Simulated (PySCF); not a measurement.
# CH4OSi (SMILES CO[SiH]) at 4 levels

Aim: a comparison of 4 runs (HF/STO-3G, HF/3-21G, B3LYP/6-31G*, SCS-MP2/aug-cc-pVDZ) of CH4OSi. 

The results are computed with PySCF 2.14.0.

### Step 1. The structure to begin with

The species is CH4OSi (7 atoms), meant as a singlet with charge 0. SMILES: `CO[SiH]`. Geometry: relaxed at PBE0-D4/def2-TZVP. This is one conformer, not always the lowest.

Bond lengths: C1–O2 1.410 Å, O2–Si3 1.639 Å, C1–H4 1.092 Å, C1–H5 1.095 Å, C1–H6 1.092 Å, Si3–H7 1.552 Å. Angles: C1–O2–Si3 130.6°, O2–C1–H4 109.2°, O2–C1–H5 110.9°, O2–C1–H6 109.2°, O2–Si3–H7 97.1°, H4–C1–H5 109.5°, H4–C1–H6 108.5°, H5–C1–H6 109.5°.

### Step 2. The energy at HF/STO-3G (run 1)

job.py reads:

```python
# CO[SiH]
from pyscf import gto

system = gto.M(
    atom=[
    ('C', (-0.512400, 0.485500, -0.338500)),
    ('O', (-0.443200, -0.446500, 0.717600)),
    ('Si', (0.796900, -1.387300, 1.229900)),
    ('H', (-1.296400, 0.180800, -1.035500)),
    ('H', (0.443800, 0.547500, -0.868700)),
    ('H', (-0.769300, 1.467500, 0.065400)),
    ('H', (1.841700, -0.915600, 0.184100)),
],
    basis='sto-3g',
    max_memory=1860,
    verbose=4,
)

myscf = system.RHF()
myscf.conv_tol = 1e-10
myscf.kernel()
if not myscf.converged:
    myscf = myscf.newton().run(myscf.mo_coeff, myscf.mo_occ)

e_final = myscf.e_tot
print('E = %.10f Eh' % e_final)
```

On the command line:

```bash
OMP_NUM_THREADS=1 python job.py
```

The program printed:

```text
PySCF version 2.14.0

[INPUT] num. atoms = 7
[INPUT] num. electrons = 32
[INPUT] charge = 0
[INPUT] spin (= nelec alpha-beta = 2S) = 0
[INPUT] symmetry False subgroup None
[INPUT] Mole.unit = angstrom
[INPUT] Symbol           X                Y                Z      unit          X                Y                Z       unit  Magmom
[INPUT]  1 C     -0.512400000000   0.485500000000  -0.338500000000 AA   -0.968295666227   0.917462033476  -0.639672293165 Bohr   0.0
[INPUT]  2 O     -0.443200000000  -0.446500000000   0.717600000000 AA   -0.837526618407  -0.843762714618   1.356067466988 Bohr   0.0
[INPUT]  3 Si     0.796900000000  -1.387300000000   1.229900000000 AA    1.505922748666  -2.621617052609   2.324174160603 Bohr   0.0
[INPUT]  4 H     -1.296400000000   0.180800000000  -1.035500000000 AA   -2.449840947886   0.341662483321  -1.956811401987 Bohr   0.0
[INPUT]  5 H      0.443800000000   0.547500000000  -0.868700000000 AA    0.838660454082   1.034625053199  -1.641605084410 Bohr   0.0
[INPUT]  6 H     -0.769300000000   1.467500000000   0.065400000000 AA   -1.453766307628   2.773173087799   0.123588088547 Bohr   0.0
[INPUT]  7 H      1.841700000000  -0.915600000000   0.184100000000 AA    3.480308603611  -1.730233239652   0.347898579532 Bohr   0.0

nuclear repulsion = 101.069904526142
number of shells = 15
number of NR pGTOs = 69
number of NR cGTOs = 23
basis = sto-3g
ecp = {}

******** <class 'pyscf.scf.hf.RHF'> ********
method = RHF
initial guess = minao
damping factor = 0
level_shift factor = 0
DIIS = <class 'pyscf.scf.diis.CDIIS'>
diis_start_cycle = 1
diis_space = 8
diis_damp = 0
SCF conv_tol = 1e-10
SCF conv_tol_grad = None
SCF max_cycles = 50
direct_scf = True
direct_scf_tol = 1e-13
Set gradient conv threshold to 1e-05
Initial guess from minao.
init E= -399.055126965257
  HOMO = -0.177758995005941  LUMO = 0.0788864151050319  gap/eV = 6.98368
cycle= 1 E= -399.06327926077  delta_E= -0.00815  |g|= 0.43  |ddm|= 3.14
  HOMO = -0.205993683131529  LUMO = 0.260882020802849  gap/eV = 12.70434
cycle= 2 E= -399.119806054175  delta_E= -0.0565  |g|= 0.198  |ddm|= 0.855
  HOMO = -0.223805800681285  LUMO = 0.253640575567406  gap/eV = 12.99198
cycle= 3 E= -399.132554539109  delta_E= -0.0127  |g|= 0.0283  |ddm|= 0.277
  HOMO = -0.230098439653816  LUMO = 0.251192126554957  gap/eV = 13.09658
cycle= 4 E= -399.133000464848  delta_E= -0.000446  |g|= 0.00519  |ddm|= 0.0669
  HOMO = -0.230583460657705  LUMO = 0.250538413043032  gap/eV = 13.09199
cycle= 5 E= -399.133020683399  delta_E= -2.02e-05  |g|= 0.002  |ddm|= 0.0122
  HOMO = -0.231000619221195  LUMO = 0.250107718226402  gap/eV = 13.09162
cycle= 6 E= -399.13302415415  delta_E= -3.47e-06  |g|= 0.000394  |ddm|= 0.00609
  HOMO = -0.231017591065512  LUMO = 0.250166200270465  gap/eV = 13.09368
cycle= 7 E= -399.133024324952  delta_E= -1.71e-07  |g|= 0.00011  |ddm|= 0.00135
  HOMO = -0.231019046593314  LUMO = 0.250153497325204  gap/eV = 13.09337
cycle= 8 E= -399.133024340217  delta_E= -1.53e-08  |g|= 1.15e-05  |ddm|= 0.000546
  HOMO = -0.23101807445831  LUMO = 0.250156241307487  gap/eV = 13.09342
cycle= 9 E= -399.133024340309  delta_E= -9.24e-11  |g|= 1.67e-06  |ddm|= 3.02e-05
  HOMO = -0.231017888953534  LUMO = 0.250156477717527  gap/eV = 13.09342
Extra cycle  E= -399.133024340311  delta_E= -2.16e-12  |g|= 6.25e-07  |ddm|= 3.9e-06
converged SCF energy = -399.133024340311
E = -399.1330243403 Eh
```

Run time: 0.81 s. Hardware: 1 thread of Intel Xeon at 2.70GHz, shared host; peak memory 0.12 GiB.

### Step 3. The energy at HF/3-21G (run 2)

input.py reads:

```python
from pyscf import gto, scf

mol = gto.M(
    atom='''
C     -0.968296     0.917462    -0.639672
O     -0.837527    -0.843763     1.356067
Si     1.505923    -2.621617     2.324174
H     -2.449841     0.341662    -1.956811
H      0.838660     1.034625    -1.641605
H     -1.453766     2.773173     0.123588
H      3.480309    -1.730233     0.347899
''',
    charge=0,
    spin=0,
    verbose=3,
    unit='bohr',
    basis='3-21g',
    max_memory=1860,
)

mf = scf.RHF(mol)
mf.conv_tol = 1e-10
mf.kernel()
if not mf.converged:
    mf = mf.newton().run(mf.mo_coeff, mf.mo_occ)

e_final = mf.e_tot
print('Final energy', e_final)
```

On the command line:

```bash
OMP_NUM_THREADS=1 python input.py
```

The program printed:

```text
converged SCF energy = -401.809100718989
Final energy -401.80910071898944
```

Wall time 0.73 s (1 thread of Intel Xeon at 2.70GHz, shared host); peak memory 0.1 GiB.

Run 3 isn't shown in full; the table further down has it.

### Step 4. The energy at SCS-MP2/aug-cc-pVDZ (run 4)

calc.py reads:

```python
from pyscf import gto, scf, mp

molecule = gto.M(
    atom='''
C     -0.968296     0.917462    -0.639672
O     -0.837527    -0.843763     1.356067
Si     1.505923    -2.621617     2.324174
H     -2.449841     0.341662    -1.956811
H      0.838660     1.034625    -1.641605
H     -1.453766     2.773173     0.123588
H      3.480309    -1.730233     0.347899
''',
    charge=0,
    basis='aug-cc-pvdz',
    verbose=3,
    unit='bohr',
    max_memory=1860,
)

calc0 = scf.RHF(molecule)
calc0.conv_tol = 1e-10
calc0.kernel()
if not calc0.converged:
    calc0 = calc0.newton().run(calc0.mo_coeff, calc0.mo_occ)

pt = mp.MP2(calc0, frozen=7).run()
etot = calc0.e_tot + 1.2 * pt.e_corr_os + pt.e_corr_ss / 3
print('Final energy', etot)
```

On the command line:

```bash
OMP_NUM_THREADS=1 python calc.py
```

The program printed:

```text
converged SCF energy = -403.97842956303
E(RMP2) = -404.415754597674  E_corr = -0.43732503464359
E(SCS-RMP2) = -404.415665614272  E_corr = -0.437236051241685
Final energy -404.41566561427214
```

Run time: 3.6 s. Hardware: 1 thread of Intel Xeon at 2.70GHz, shared host; peak memory 0.29 GiB.

### Step 5. All runs side by side

```csv
run,level,integration grid,frozen core orbitals,energy (Eh),dipole moment (D) of the reference,HOMO energy (eV),LUMO energy (eV),wall time
1,HF/STO-3G,–,–,-399.133024,0.65,-6.29,6.81,0.81 s
2,HF/3-21G,–,–,-401.809101,2.06,-8.89,1.36,0.73 s
3,B3LYP/6-31G* (spherical functions),5,–,-405.199451,1.88,-6.21,-1.96,9.9 s
4,SCS-MP2/aug-cc-pVDZ,–,7,-404.415666,1.75,-9.01,0.65,3.6 s
```

### Step 6. Results

| quantity | value |
| --- | --- |
| run 4: total energy | -404.41567 Eh |
| run 4: dipole moment (Hartree–Fock density) | 1.75 D |
| run 4: HOMO energy (Hartree–Fock orbitals) | -9.01 eV |
| run 4: LUMO energy (Hartree–Fock orbitals) | 0.65 eV |
| run 4: HOMO–LUMO gap (Hartree–Fock orbitals) | 9.66 eV |
| run 4: correlation energy (7 core orbitals frozen) | -437.2 mEh |

What this shows: Over runs 1, 2, 3 the dipole moment (its size) runs from 0.65 D (HF/STO-3G) to 2.06 D (HF/3-21G). Over runs 1, 2, 3 the HOMO–LUMO gap runs from 4.25 eV (B3LYP/6-31G*) to 13.09 eV (HF/STO-3G). The two ends differ in method and basis. In run 1 the basis is minimal, so the values are rough. All runs together took 15 s, the longest 9.9 s.
